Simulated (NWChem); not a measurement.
# NO+ (nitrosonium) at 3 levels

Aim: a comparison of 3 runs (B2PLYP/aug-cc-pVTZ, CAM-B3LYP/aug-cc-pVTZ, wB97X/aug-cc-pVTZ) of NO+ (nitrosonium). 

The calculation is run with NWChem 7.3.0.

### 1 Starting point

NO+: 2 atoms, total charge +1, spin state singlet. SMILES: `N#[O+]`. Geometry: the measured bond length.

Bond lengths: N1–O2 1.063 Å.

### 2 The energy at B2PLYP/aug-cc-pVTZ (run 1)

no.nw

```
start no
title "NO B2PLYP"
memory total 2200 mb
charge 1
geometry noautosym nocenter noautoz
   N      0.000000     0.000000     0.000000
   O      0.000000     0.000000     1.063220
end
basis spherical bse
   * library aug-cc-pVTZ
end
dft
   xc hfexch 0.53 becke88 0.47 lyp 0.73 mp2 0.27
   dftmp2 semidirect
   grid fine
   convergence energy 1e-08
   maxiter 100
   mulliken
end
mp2
   freeze core 2
end
task dft energy
```

Launch:

```console
$ nwchem no.nw > no.out
```

The program printed:

```text
[...]
          Wavefunction type:  closed shell.
          No. of atoms     :     2
          No. of electrons :    14
[...]
          Charge           :     1
          Spin multiplicity:     1
[...]
          AO basis - number of functions:    92
[...]
              XC Information
              --------------
                     Hartree-Fock (Exact) Exchange  0.530
                    Becke 1988 Exchange Functional  0.470
              Lee-Yang-Parr Correlation Functional  0.730
[...]
 d= 0,ls=0.0,diis     1   -129.2924987198 -1.57D+02  7.17D-03  1.36D+00     1.0
[...]
 d= 0,ls=0.0,diis     7   -129.3819238387 -5.30D-09  1.09D-07  2.63D-10     5.6
         Total DFT energy =     -129.381923838750
      One electron energy =     -225.091607318754
           Coulomb energy =       82.621987525573
    Exchange-Corr. energy =      -14.784170586814
 Nuclear repulsion energy =       27.871866541246
[...]
      Total Density - Mulliken Population Analysis
     ---------------------------------------------
    Atom       Charge   Shell Charges
 -----------   ------   -------------------------------------------------------
    1 N    7     6.28   1.96  0.27  1.06  0.57  0.02  0.85  1.33  0.15 -0.00  0.03  0.07 -0.03  0.01  0.00
    2 O    8     7.72   1.95  0.27  1.07  0.54 -0.03  1.22  1.91  0.66 -0.00  0.01  0.05  0.04  0.00  0.00
[...]
  Basis functions       =     92
[...]
```

Wall time 8.1 s (1 thread of Intel Xeon Platinum 8375C at 2.90GHz (Ice Lake), shared host); peak memory 0.18 GiB.

### 3 Energy and gradient at CAM-B3LYP/aug-cc-pVTZ (run 2)

a.nw

```
start a
memory 2200 mb
charge 1

geometry units angstroms noautosym nocenter noautoz
   N      0.000000     0.000000     0.000000
   O      0.000000     0.000000     1.063220
end

basis "ao basis" spherical bse
   N library aug-cc-pVTZ
   O library aug-cc-pVTZ
end

dft
   xc xcamb88 1.00 lyp 0.81 vwn_5 0.19 hfexch 1.00
   cam 0.33 cam_alpha 0.19 cam_beta 0.46
   grid fine
   convergence energy 1e-08
   direct
   maxiter 100
   mulliken
end

task dft gradient
```

Launch:

```console
$ nwchem a.nw > a.out
```

The program printed:

```text
[...]
          Wavefunction type:  closed shell.
          No. of atoms     :     2
          No. of electrons :    14
[...]
          Charge           :     1
          Spin multiplicity:     1
[...]
          AO basis - number of functions:    92
[...]
              XC Information
              --------------
                     Hartree-Fock (Exact) Exchange  1.000
                   CAM-Becke88 Exchange Functional  1.000
                      VWN V Correlation Functional  0.190 local
              Lee-Yang-Parr Correlation Functional  0.810
[...]
 d= 0,ls=0.0,diis     1   -129.4476656507 -1.57D+02  7.99D-03  1.49D+00     4.8
[...]
 d= 0,ls=0.0,diis     8   -129.5427716278 -1.06D-10  3.12D-08  8.12D-12    36.2
         Total DFT energy =     -129.542771627772
      One electron energy =     -225.173779611264
           Coulomb energy =       82.703494815377
    Exchange-Corr. energy =      -14.944353373131
 Nuclear repulsion energy =       27.871866541246
[...]
      Total Density - Mulliken Population Analysis
     ---------------------------------------------
    Atom       Charge   Shell Charges
 -----------   ------   -------------------------------------------------------
    1 N    7     6.30   1.95  0.28  1.04  0.58  0.02  0.88  1.31  0.16 -0.00  0.03  0.06 -0.03  0.01  0.00
    2 O    8     7.70   1.95  0.28  1.05  0.56 -0.01  1.25  1.87  0.65 -0.00  0.01  0.05  0.04  0.00  0.00
[...]
  wavefunction    = closed shell
[...]
                         DFT ENERGY GRADIENTS
    atom               coordinates                        gradient
                 x          y          z           x          y          z
   1 N       0.000000   0.000000   0.000000   -0.000000   0.000000  -0.034814
   2 O       0.000000   0.000000   2.009194    0.000000  -0.000000   0.034814
[...]
```

Run time: 78 s. Hardware: 1 thread of Intel Xeon Platinum 8375C at 2.90GHz (Ice Lake), shared host; peak memory 0.12 GiB.

### 4 Energy and gradient at wB97X/aug-cc-pVTZ (run 3)

run.py

```python
from ase import Atoms
from ase.calculators.nwchem import NWChem

mol = Atoms(['N', 'O'], positions=[
    [0.000000, 0.000000, 0.000000],
    [0.000000, 0.000000, 1.063220],
])

calc = NWChem(
    label='no',
    theory='dft',
    memory='2200 mb',
    basis='aug-cc-pVTZ',
    basispar='spherical bse',
    charge=1,
    dft={'xc': 'wb97x', 'mult': '1', 'grid': 'fine', 'convergence': 'energy 1e-08', 'iterations': '100', 'mulliken': None},
)
mol.calc = calc

forces = mol.get_forces()
print("Total energy (eV):", round(mol.get_potential_energy(), 6))
print("forces (eV/A):")
for s, f in zip(mol.symbols, forces):
    print(f"{s:2s} {f[0]:10.5f} {f[1]:10.5f} {f[2]:10.5f}")
print("dipole (e A):", mol.get_dipole_moment().round(4))
```

Launch:

```console
$ export ASE_NWCHEM_COMMAND="nwchem PREFIX.nwi > PREFIX.nwo"
$ python run.py
```

The program printed:

```text
Total energy (eV): -3525.568384
forces (eV/A):
N     0.00000   -0.00000    1.49047
O    -0.00000    0.00000   -1.49047
dipole (e A): [ 0.     -0.      0.4861]
```

The calculator wrote no.nwi:

```
title "no"

permanent_dir no

scratch_dir no

start no

geometry units angstrom nocenter noautosym noautoz
  N  0.0000000000000000e+00 0.0000000000000000e+00 0.0000000000000000e+00
  O  0.0000000000000000e+00 0.0000000000000000e+00 1.0632200000000001e+00
end

charge 1

memory 2200 mb

basis spherical bse noprint
   * library aug-cc-pVTZ
end

dft
  xc wb97x
  mult 1
  grid fine
  convergence energy 1e-08
  iterations 100
  mulliken
end

task dft gradient
```

no.nwo, cut to the lines that bear on the results:

```text
[...]
         Total DFT energy =     -129.562249454708
[...]
  wavefunction    = closed shell
[...]
                         DFT ENERGY GRADIENTS
    atom               coordinates                        gradient
                 x          y          z           x          y          z
   1 N       0.000000   0.000000   0.000000   -0.000000   0.000000  -0.028985
   2 O       0.000000   0.000000   2.009194    0.000000  -0.000000   0.028985
[...]
```

Wall time 78 s (1 thread of Intel Xeon Platinum 8375C at 2.90GHz (Ice Lake), shared host); peak memory 0.12 GiB.

### 5 All runs side by side

```tsv
run	level	task	frozen core orbitals	energy (Eh)	HOMO energy (eV)	LUMO energy (eV)	HOMO–LUMO gap (eV)	wall time
1	B2PLYP/aug-cc-pVTZ	energy	2	-129.519822	-27.51	-11.05	16.46	8.1 s
2	CAM-B3LYP/aug-cc-pVTZ	gradient	–	-129.542772	-26.97	-11.71	15.26	78 s
3	wB97X/aug-cc-pVTZ	gradient	–	-129.562249	-27.93	-10.33	17.60	78 s
```

### 6 Summary of results

```
                       quantity          value
            run 3: total energy  -129.56225 Eh
             run 3: HOMO energy      -27.93 eV
             run 3: LUMO energy      -10.33 eV
           run 3: HOMO–LUMO gap       17.60 eV
run 3: largest force on an atom     1.490 eV/Å
```

What this shows: The HOMO–LUMO gap runs from 15.26 eV (CAM-B3LYP/aug-cc-pVTZ) to 17.60 eV (wB97X/aug-cc-pVTZ). Totals of different functionals can't be ranked against each other. All runs together took 2.7 min, the longest 78 s.
